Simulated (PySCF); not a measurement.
Rows and methods have been separated. Pair them.

Compound: oxonium, H3O (charge +1).
Atom-mapped SMILES: `[OH3+:1]` (hydrogens: H2, H3, H4 on O1)

Cartesian coordinates in Å at the PBE0-D3(BJ)/def2-SVP level; atoms count from 1:
```xyz
4
H3O angstrom
O      0.0074   -0.0028    0.1934
H     -0.5809   -0.7349   -0.0922
H     -0.3430    0.8803   -0.0532
H      0.9370   -0.1331   -0.0936
```

The closed-shell ground state was solved 7 times with PySCF (density fitting, gas phase), always in the pcSseg-2 basis (78 functions), with these functionals: B3LYP, B97-2, BHandHLYP, HF, KT2, KT3 and mPW1PW91.

```
row  total energy (Eh)  HOMO (eV)  LUMO (eV)
  P           -77.7115     -18.96      -8.58
  Q           -76.6988     -22.67      -6.58
  R           -77.7763     -18.84      -8.20
  S           -76.7217     -20.74      -7.23
  T           -76.3399     -25.89      -4.39
  U           -76.7172     -20.38      -7.24
  V           -76.7416     -20.38      -7.70
```

Q: Which functional belongs to which row?

A: P = KT3, Q = BHandHLYP, R = KT2, S = mPW1PW91, T = HF, U = B97-2, V = B3LYP. By rising HOMO–LUMO gap: KT3 (GGA) 10.38 eV; KT2 (GGA) 10.64 eV; B3LYP (global hybrid, 20 % exact exchange) 12.68 eV; B97-2 (global hybrid, 21 % exact exchange) 13.14 eV; mPW1PW91 (global hybrid, 25 % exact exchange) 13.51 eV; BHandHLYP (global hybrid, 50 % exact exchange) 16.09 eV; HF (all exact exchange) 21.50 eV. Total energies of different functionals aren't bounds to one another; each is stationary for its own functional.
